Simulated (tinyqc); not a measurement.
RHF in the sto-6g basis, for H2O, spin multiplicity 1, step by step. One step of it, computed by the program tinyqc.

Problem. Iteration 1: diagonalisation and new density. Diagonalise F' = X^T F X, C = X C', fill 5 alpha and 5 beta electrons from the bottom; D = 2 C_occ C_occ^T. Each column has its largest component positive (the first on a tie).

Fock matrix F (hartree), lower triangle:
```
             1O 1s      1O 2s     1O 2px     1O 2py     1O 2pz      2H 1s      3H 1s
1O 1s   -24.487377
1O 2s    -5.483536  -3.148718
1O 2px    0.000000   0.000000  -1.824309
1O 2py   -0.000356   0.000571   0.000000  -1.831451
1O 2pz   -0.022448   0.147018   0.000000   0.000403  -1.750147
2H 1s    -0.710070  -0.687851   0.000000  -0.320638  -0.270374  -0.423588
3H 1s    -0.692880  -0.674377   0.000000   0.315997  -0.266055  -0.214172  -0.411495
```

X, lower triangle:
```
            1O 1s      1O 2s    1O 2px     1O 2py     1O 2pz      2H 1s     3H 1s
1O 1s    1.021915
1O 2s   -0.128315   1.104060
1O 2px   0.000000   0.000000  1.000000
1O 2py  -0.000088   0.001029  0.000000   1.040298
1O 2pz  -0.005447   0.052235  0.000000   0.000596   1.032796
2H 1s    0.014601  -0.170868  0.000000  -0.128001  -0.107523   1.086200
3H 1s    0.014357  -0.166740  0.000000   0.126054  -0.105241  -0.062916  1.083305
```

Give: F' = X^T F X; orbital energies; coefficients C; D after iteration 1.

Solution.

F' = X^T F X (hartree), lower triangle:
```
         1       2       3       4       5       6       7
1  -24.222
2   -2.427  -2.255
3    0.000   0.000  -1.824
4    0.000   0.001   0.000  -1.820
5   -0.046   0.173   0.000   0.001  -1.740
6   -0.120  -0.212   0.000  -0.119  -0.090  -0.213
7   -0.116  -0.208   0.000   0.118  -0.088  -0.069  -0.208
```

orbital energies (hartree): MO1 -24.489, MO2 -2.102, MO3 -1.837, MO4 -1.824, MO5 -1.686, MO6 -0.219, MO7 -0.125

coefficients C:
```
           MO1     MO2     MO3    MO4     MO5     MO6     MO7
1O 1s    1.002  -0.212   0.000  0.000  -0.096   0.052   0.001
1O 2s   -0.010   0.961   0.000  0.000   0.439  -0.421  -0.004
1O 2px   0.000   0.000   0.000  1.000   0.000   0.000   0.000
1O 2py   0.000  -0.001   1.018  0.000   0.004  -0.008   0.281
1O 2pz   0.000  -0.387  -0.004  0.000   0.935  -0.260  -0.003
2H 1s    0.002  -0.031  -0.046  0.000  -0.049   0.766  -0.805
3H 1s    0.002  -0.031   0.046  0.000  -0.048   0.729   0.834
```

D after iteration 1, lower triangle:
```
         1O 1s   1O 2s  1O 2px  1O 2py  1O 2pz  2H 1s  3H 1s
1O 1s    2.117
1O 2s   -0.512   2.235
1O 2px   0.000   0.000   2.000
1O 2py   0.000   0.001   0.000   2.071
1O 2pz  -0.015   0.077   0.000   0.001   2.049
2H 1s    0.026  -0.103   0.000  -0.095  -0.067  0.011
3H 1s    0.026  -0.102   0.000   0.094  -0.066  0.002  0.011
```
